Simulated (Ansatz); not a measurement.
**Copper, fcc: convergence with cold smearing**

Computed with Ansatz, r²SCAN, scalar-relativistic PAW, on the relaxed cell (a = 3.576 Å; spin not included). Errors count from a run at 500 eV on a Γ-centred 25×25×25 mesh with Fermi-Dirac smearing of 0.1 eV, extrapolated to zero width. Fixed here: cutoff 500 eV, mesh 15×15×15. The SCF starts from atomic densities corrected by a trained network.

```csv
width (eV),E(σ→0) error (meV/atom),F error (meV/atom),P (GPa),SCF iterations
0.01,0.3,0.3,-0.15,7
0.03,0.3,0.3,-0.17,7
0.1,0.2,0.1,-0.17,7
0.2,0.0,-0.6,-0.10,7
0.3,-1.0,-1.4,-0.05,7
0.6,-3.3,0.6,-0.07,7
1.0,-62.9,128.1,-6.44,7
```
